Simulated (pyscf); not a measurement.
Thermochemistry of product channels of H₃C–CH₂–ZnH + H atom (H•) on the doublet surface, in kJ/mol, from ωB97M-D3(BJ)/def2-TZVP energies (ideal gas, 1 atm, RRHO with modes under 100 cm⁻¹ raised to 100, one conformer, R ln 2 for chiral ones without a mode under 150 cm⁻¹). Optimised with ωB97X-D3(BJ)/def2-SVP in PySCF.

| products | ΔE | ΔH(298 K) | ΔG(298 K) | ΔG(1200 K) |
|---|---|---|---|---|
| [H₃C–CH₂–Zn]• + hydrogen (H₂) | -116.5 | -107.2 | -112.3 | -123.5 |
| methane (CH₄) + [H₃C–Zn]• | -201.6 | -179.9 | -188.4 | -199.5 |

These are energies of the channels, which say nothing of barriers. Elements up to Kr have no core potential and no relativistic terms here.
